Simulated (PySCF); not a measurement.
Compound: thietane 1,1-dioxide, C3H6O2S.
Structure used (PBE0-D3(BJ)/def2-SVP), in Å, numbered top down from 1:
```xyz
12
C3H6O2S angstrom
O      1.7398    0.1765   -1.6927
S      1.2111    0.1815   -0.3376
O      2.0737    0.4083    0.8153
C     -0.3401    1.1145   -0.1502
C     -0.9825   -0.1317    0.4899
C      0.0475   -1.1741    0.0121
H     -0.7277    1.3602   -1.1485
H     -0.2382    2.0169    0.4659
H     -0.9867   -0.0547    1.5853
H     -2.0074   -0.3293    0.1486
H     -0.2150   -1.6696   -0.9328
H      0.4256   -1.8986    0.7447
```

Probes without a nucleus sit at each ring's centroid and 1 Å off its mean plane on both sides; NICS is minus the shielding there, NICSzz its component along the normal. Level: GIAO KT2/pcSseg-2 (PySCF, non-relativistic, gas phase) on the PBE0-D3(BJ)/def2-SVP geometry, one conformer.

Ring bond lengths (Å): S2–C4 1.820, C4–C5 1.541, C5–C6 1.541, C6–S2 1.820.

Problem. What do the NICS probes read (ppm)?

Solution. 
```tsv
ring	type	NICS(0)	NICS(1), two faces	NICS(1)zz, two faces	rms pucker (Å)	centre to ring atoms, mean (Å)
S2–C4–C5–C6	4-membered ring with S; formal bonds all single	-3.7	-0.9 / -0.9	0.8 / 0.4	0.11	1.18
```

Problem. What can be read from them?

Solution. 
- S2–C4–C5–C6: mean NICS(1)zz 0.6 ppm, near zero. S2, C4, C5, C6 have four or more neighbours; no verdict on aromaticity is drawn.

Problem. List the ring angles.

Solution. 
- S2–C4–C5–C6: S2 79.5°, C4 89.1°, C5 98.0°, C6 89.0°; sum 355.6° against 360° for a flat convex ring.

Problem. How shielded are the nuclei of the rings and their hydrogens (means over atoms taken as equivalent)?

Solution. 
```tsv
atoms	environment	σ isotropic (ppm)	principal values of the symmetric part, first atom (ppm)
S2	sulfonyl sulfur	191.7	41.3, 147.0, 386.6
C4 (×2)	sp3 carbon bound to sulfur	109.8	57.8, 105.5, 166.1
C5	four-membered-ring carbon	172.2	162.0, 173.6, 180.9
H7 (×4)	methylene hydrogen	27.23	24.3, 27.0, 30.1
H9 (×2)	methylene hydrogen	29.25	25.9, 26.4, 35.2
```

Problem. How do the values depend on the level or the medium?

Solution. 
```csv
level,"NICS(0), S2–C4–C5–C6","mean NICS(1)zz, S2–C4–C5–C6"
"KT2/pcSseg-2, gas",-3.7,0.6
"PBE0/pcSseg-1, gas",-3.2,0.6
```

The geometry is the same throughout.
